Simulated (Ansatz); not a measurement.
# H4OSi2: a trajectory, and a look at its input

Aim: a trajectory from the structure below. Read the input with care, then see what the program makes of it.

Computed with Ansatz 0.2.0, Gaussian basis. Level: PBE0-D4/def2-SVP.

1 further run of the same task is left out (it didn't finish).

### 1 The structure

```
O    -1.42814   -0.96760   -0.72150
Si   -0.45183    0.33105   -0.57135
Si    1.25514    0.11167    0.81725
H    -2.32773   -1.00800   -0.40391
H    -1.37472    1.46873   -0.37552
H     2.25246    1.17246    0.56974
H     2.07482   -1.10831    0.68529
```

### 2 The run

Input file run/in.yaml:

```yaml
crystal:
  periodic: [false, false, false]
  atoms:
    - {symbol: O, position_ang: [-1.428140, -0.967600, -0.721500]}
    - {symbol: Si, position_ang: [-0.451830, 0.331050, -0.571350]}
    - {symbol: Si, position_ang: [1.255140, 0.111670, 0.817250]}
    - {symbol: H, position_ang: [-2.327730, -1.008000, -0.403910]}
    - {symbol: H, position_ang: [-1.374720, 1.468730, -0.375520]}
    - {symbol: H, position_ang: [2.252460, 1.172460, 0.569740]}
    - {symbol: H, position_ang: [2.074820, -1.108310, 0.685290]}
basis:
  gaussian: {orbitals: def2-SVP}
hamiltonian: {xc: pbe0, dispersion: d4}
md: {n_steps: 30, timestep: 0.25, temperature: 1500, ensemble: nve, seed: 472, steps: 10, initial_velocities: maxwell_boltzmann}
```

The run is started by

```sh
$ ansatz run in.yaml --threads 2 --pin off --events-out ev --progress --plain --max-ram 3481MiB
```

**Question.** What will these runs give? Wanted: this run.

The runs gave:

| quantity | value |
| --- | --- |
| this run | refused |
| fault | misspelt key |

In words: The block holds a key that the program does not know.
